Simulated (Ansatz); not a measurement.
# AlNH2 (singlet): the correlation ladder at distance Al1–H3 = 1.385 Å, cc-pVDZ

The task here is to estimate one member of a computed series from the others.

Method: cc-pVDZ, core rule «outside noble gas», up to 6 orbitals frozen; program: Ansatz 0.2.0, Gaussian basis.

To be run: UHF; CCSD(T) on RHF; BCCD(T) on RHF; CISD; CCSDT(Q) on RHF; CASSCF and MRCISD+Q, 2 electrons in 2 orbitals; CASSCF and NEVPT2, 2 electrons in 2 orbitals; CASSCF and NEVPT2, 10 electrons in 10 orbitals.

25 further runs of the same task are left out: 2 for a mislabelled method, 14 that didn't finish, 9 set aside as unsound or not needed.

### The system

The geometry derives from a PBE0/def2-TZVP stationary point (not a proven minimum). One bond is set to the value named and the two fragments are kept rigid.

4 atoms, charge 0, spin multiplicity 1.

Atoms are counted from 1 here; the program's logs count them from 0.

Bond lengths: Al1–N2 1.614 Å, Al1–H3 1.385 Å, N2–H4 0.997 Å. Angles: N2–Al1–H3 173.6°, Al1–N2–H4 169.2°.

The first run:

Input file in.yaml:

```yaml
crystal:
  periodic: [false, false, false]
  atoms:
    - {symbol: Al, position_ang: [0.000000, -0.017805, 0.707645]}
    - {symbol: N, position_ang: [0.000000, 0.041429, -0.905241]}
    - {symbol: H, position_ang: [0.000000, 0.086465, 2.088714]}
    - {symbol: H, position_ang: [0.000000, -0.110089, -1.891118]}
basis:
  gaussian: {orbitals: cc-pVDZ}
magnetization: {spin_polarized: true, initial_magnetization: 0}
hamiltonian: {xc: hf}
output: {orbitals: {seedname: orbitals}}
```

Run with:

```
$ ansatz run in.yaml --threads 1 --pin off --events-out ev --progress --plain --max-ram 2393MiB
```

Among the steps run: UHF; CCSD(T) on RHF; BCCD(T) on RHF; CISD; CCSDT(Q) on RHF; CASSCF and MRCISD+Q, 2 electrons in 2 orbitals; CASSCF and NEVPT2, 2 electrons in 2 orbitals; CASSCF and NEVPT2, 10 electrons in 10 orbitals.

One of the session's tables, all rows but one given; the rest of the session is left out.

| method | from RCCSDT(Q) (kJ/mol) |
| --- | --- |
| RHF | ? |
| RMP2 | +66.9 |
| CISD | +85.5 |
| RCCSD | +33.5 |
| RCCSD(T) | +5.8 |
| BCCD(T) | +6.1 |
| RCCSDT | +3.9 |
| RCCSDT(Q) | 0 |
| CASSCF pair | +650.8 |
| NEVPT2 pair | +69.1 |
| MRCISD pair | +72.9 |
| MRCISD+Q pair | +16.0 |
| CASSCF valence | +319.9 |
| NEVPT2 valence | +87.0 |

Q: Estimate the row for RHF from the others.

**Answer.** from RCCSDT(Q) (kJ/mol): +707.1. In the column «from RCCSDT(Q) (kJ/mol)» it is the highest.
